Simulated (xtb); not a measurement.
C2H7N, charge +1, doublet, at the geometry of the source list (a state made from the parent by changing its charge; the spin is typed, not shown lowest); GFN0-xTB (xtb).

Input for xtb:
```
$ xtb mol.xyz --gfn 0 --chrg 1 --uhf 1 --json

# file mol.xyz
10

C      1.04930000     0.47290000    -0.01710000
C     -0.08340000    -0.53590000    -0.15270000
N     -1.36590000     0.14560000    -0.05470000
H      2.01030000    -0.01720000    -0.14770000
H      0.93970000     1.24960000    -0.76830000
H      1.02580000     0.93820000     0.96610000
H      0.04450000    -1.33070000     0.60370000
H     -0.04180000    -1.00560000    -1.13970000
H     -2.12890000    -0.51750000    -0.13890000
H     -1.44980000     0.60060000     0.84920000
```

Q: What does xtb print? Leave out banner, timings and long lists.

A: 
```
   ID    Z sym.   atoms
    1    6 C      1, 2
    2    7 N      3
    3    1 H      4-10

           -------------------------------------------------
          |                Calculation Setup                |
           -------------------------------------------------

           -------------------------------------------------
          |                 G F N 0 - x T B                 |
           -------------------------------------------------

          ...................................................
          :                      SETUP                      :
          :.................................................:
          :  # basis functions                  26          :
          :  # atomic orbitals                  26          :
          :  # shells                           20          :
          :  # electrons                        19          :
          :  electronic temp.          300.0000000     K    :
          :  accuracy                    1.0000000          :
          :  -> integral cutoff          0.2500000E+02      :
          :  -> integral neglect         0.1000000E-07      :
          ...................................................

         :::::::::::::::::::::::::::::::::::::::::::::::::::::
         ::                     SUMMARY                     ::
         :::::::::::::::::::::::::::::::::::::::::::::::::::::
         :: total energy              -9.257227558497 Eh    ::
         :: gradient norm              0.093718517716 Eh/a0 ::
         :: HOMO-LUMO gap              7.129245702150 eV    ::
         ::.................................................::
         :: H0 energy                -10.715590504392 Eh    ::
         :: repulsion energy           0.157265160154 Eh    ::
         :: electrostat energy         1.315182999705 Eh    ::
         :: -> Gsolv                   0.000000000000 Eh    ::
         ::    -> Gsasa                0.000000000000 Eh    ::
         ::    -> Gshift               0.000000000000 Eh    ::
         :: dispersion energy         -0.001268571047 Eh    ::
         :: short-range corr.         -0.012816642917 Eh    ::
         :: add. restraining           0.000000000000 Eh    ::
         :: total charge               1.000000000000 e     ::
         :::::::::::::::::::::::::::::::::::::::::::::::::::::

           -------------------------------------------------
          |                Property Printout                |
[...]
      -------------------------------------------------------------
                  HL-Gap            0.2619950 Eh            7.1292 eV
             Fermi-level            0.0000000 Eh            0.0000 eV

     #   Z          covCN         q      C6AA      α(0)
     1   6 C        3.753    -0.437    33.848     8.396
     2   6 C        3.729     0.197    19.673     6.407
     3   7 N        2.630    -0.940    47.641    10.334
     4   1 H        0.925     0.268     0.813     1.410
     5   1 H        0.925     0.313     0.673     1.282
     6   1 H        0.925     0.276     0.785     1.386
     7   1 H        0.923     0.164     1.299     1.782
     8   1 H        0.924     0.207     1.065     1.614
     9   1 H        0.860     0.484     0.353     0.931
    10   1 H        0.860     0.469     0.372     0.955

 Mol. C6AA /au·bohr⁶  :        534.332519
 Mol. C8AA /au·bohr⁸  :      11723.209632
 Mol. α(0) /au        :         34.495838

Wiberg/Mayer (AO) data.
largest (>0.10) Wiberg bond orders for each atom

 ---------------------------------------------------------------------------
     #   Z sym  total        # sym  WBO       # sym  WBO       # sym  WBO
 ---------------------------------------------------------------------------
     1   6 C    3.978 --     2 C    1.009     4 H    0.982     6 H    0.980
                             5 H    0.975
     2   6 C    3.939 --     3 N    1.101     1 C    1.009     8 H    0.958
                             7 H    0.877
     3   7 N    3.187 --     2 C    1.101     9 H    0.966    10 H    0.965
     4   1 H    0.981 --     1 C    0.982
     5   1 H    0.985 --     1 C    0.975
     6   1 H    0.981 --     1 C    0.980
     7   1 H    0.974 --     2 C    0.877
     8   1 H    0.989 --     2 C    0.958
     9   1 H    0.973 --     3 N    0.966
    10   1 H    0.971 --     3 N    0.965
 ---------------------------------------------------------------------------

Topologies differ in total number of bonds
Writing topology from bond orders to xtbtopo.mol

 dipole moment from electron density (au)
     X       Y       Z
  -2.0182  -0.3829   0.3432  total (Debye):    5.294

           -------------------------------------------------
          | TOTAL ENERGY               -9.257227558497 Eh   |
          | GRADIENT NORM               0.093718517716 Eh/α |
          | HOMO-LUMO GAP               7.129245702150 eV   |
           -------------------------------------------------

normal termination of xtb
```
